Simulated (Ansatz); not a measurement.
# CNS (quartet): the correlation ladder, cc-pVDZ

An exercise on one series of results from a longer session: the logs are not shown, and one member is left open.

Computed with Ansatz 0.2.0, Gaussian basis. Level: cc-pVDZ, core rule «outside noble gas», up to 7 orbitals frozen.

Plan: UHF; CCSD(T) on ROHF; CCSD(T) on UHF; BCCD(T) on ROHF; CISD; CCSDT(Q) on ROHF; CCSDT(Q) on UHF; CASSCF and MRCISD+Q, 13 electrons in 11 orbitals; CASSCF and NEVPT2, 13 electrons in 11 orbitals.

15 further runs of the same task are left out: 3 that didn't finish, 12 set aside as unsound or not needed.

## What is computed

The geometry is a PBE0/def2-TZVP stationary point (not a proven minimum) of the parent state, kept for this charge and spin.

3 atoms, charge 0, spin multiplicity 4.

Atoms are counted from 1 here; the program's logs count them from 0.

Bond lengths: N1–C2 1.175 Å, C2–S3 1.619 Å. Angles: N1–C2–S3 180.0°.

The first run:

Input file in.yaml:

```yaml
crystal:
  periodic: [false, false, false]
  atoms:
    - {symbol: N, position_ang: [0.000000, 0.000000, -1.322700]}
    - {symbol: C, position_ang: [0.000000, 0.000000, -0.148100]}
    - {symbol: S, position_ang: [0.000000, 0.000000, 1.470800]}
basis:
  gaussian: {orbitals: cc-pVDZ}
magnetization: {spin_polarized: true, initial_magnetization: 3}
hamiltonian: {xc: hf}
output: {orbitals: {seedname: orbitals}}
```

Run with:

```
> ansatz run in.yaml --threads 1 --pin off --events-out ev --progress --plain --max-ram 2393MiB
```

Steps of the session up to this table: UHF; CCSD(T) on ROHF; CCSD(T) on UHF; BCCD(T) on ROHF; CISD; CCSDT(Q) on ROHF; CCSDT(Q) on UHF; CASSCF and MRCISD+Q, 13 electrons in 11 orbitals; CASSCF and NEVPT2, 13 electrons in 11 orbitals.

One of the session's tables, all rows but one given; the rest of the session is left out.

It belongs to the step «Misses and costs». 

| method | from RCCSDT(Q) (kJ/mol) |
| --- | --- |
| UHF | +1023.5 |
| RMP2 | +104.8 |
| UMP2 | +173.2 |
| CISD | +174.6 |
| RCCSD | +58.2 |
| UCCSD | +52.0 |
| RCCSD(T) | +10.0 |
| UCCSD(T) | +11.5 |
| BCCD(T) | +9.8 |
| RCCSDT | +6.0 |
| UCCSDT | +4.4 |
| RCCSDT(Q) | 0 |
| UCCSDT(Q) | ? |
| CASSCF valence | +765.3 |
| NEVPT2 valence | +144.7 |
| MRCISD valence | +77.4 |
| MRCISD+Q valence | +9.8 |

**Question.** Estimate the row for UCCSDT(Q).

The run gave: from RCCSDT(Q) (kJ/mol): -0.7. In the column «from RCCSDT(Q) (kJ/mol)» it is the lowest.

Left out of the table: ROHF (another determinant or state than the rows shown).

Limits of these values: The report flags that the cluster equations may have other roots. The program flags RCCSD(T), BCCD(T), RCCSDT(Q) as in doubt, so the zero of the table is itself unsure. Warnings: spin contamination; coupled cluster took another determinant than the lowest. Restricted and unrestricted rows rest on different reference determinants; where their highest levels disagree by more than a few hundredths of an eV, they describe different states and don't form one ladder.
